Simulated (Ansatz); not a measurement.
# NaO+ (triplet): from Hartree-Fock to the top rungs at distance O1–Na2 = 6.835 Å, cc-pVDZ

The task here is to estimate one member of a computed series from the others.

Method: cc-pVDZ, core rule «outside noble gas», up to 6 orbitals frozen; program: Ansatz 0.2.0, Gaussian basis.

To be run: UHF; CCSD(T) on ROHF; CCSD(T) on UHF; BCCD(T) on ROHF; CCSDT(Q) on ROHF; CCSDT(Q) on UHF; Full CI.

79 further runs of the same task are left out: 65 for a known fault of the program, 11 that didn't finish, 3 set aside as unsound or not needed. Runs told in other sessions of the task aren't counted.

## The geometry

The geometry derives from a PBE0/def2-TZVP stationary point (not a proven minimum). One bond is set to the value named and the two fragments are kept rigid.

2 atoms, charge 1, spin multiplicity 3.

Atoms are counted from 1 here; the program's logs count them from 0.

No contacts short enough for the rule that draws bonds.

Set-up of the first run:

The input, in.yaml:

```yaml
crystal:
  periodic: [false, false, false]
  atoms:
    - {symbol: O, position_ang: [0.000000, 0.000000, 0.000000]}
    - {symbol: Na, position_ang: [0.000000, 0.000000, 6.835000]}
basis:
  gaussian: {orbitals: cc-pVDZ}
total_charge: 1
magnetization: {spin_polarized: true, initial_magnetization: 2}
hamiltonian: {xc: hf}
output: {orbitals: {seedname: orbitals}}
```

Command:

```sh
$ ansatz run in.yaml --threads 1 --pin off --events-out ev --progress --plain --max-ram 2393MiB
```

Steps of the session up to this table: UHF; CCSD(T) on ROHF; CCSD(T) on UHF; BCCD(T) on ROHF; CCSDT(Q) on ROHF; CCSDT(Q) on UHF; Full CI.

One table of the session follows, with a row left open; its other results are not shown here.

```
   method  from FCI (meV)
     ROHF         +3337.1
      UHF         +3209.9
     RMP2          +434.9
     UMP2          +434.0
    RCCSD               ?
    UCCSD           +23.7
 RCCSD(T)            +4.7
 UCCSD(T)            +3.1
  BCCD(T)            +4.7
   RCCSDT            +1.5
   UCCSDT            +0.1
RCCSDT(Q)            -0.4
UCCSDT(Q)            -1.8
      FCI               0
```

Estimate the missing values for RCCSD.

As computed: from FCI (meV): +25.9. In the column «from FCI (meV)» it lies between UCCSD (+23.7) and UMP2 (+434.0).

Limits of these values: Levels on UHF freeze UHF's core orbitals, full CI those of ROHF, so the U rows can settle a little off it for that reason alone. Restricted and unrestricted rows rest on different reference determinants; a gap between their highest levels can come from leftover correlation error, from unlike frozen cores or from another state.
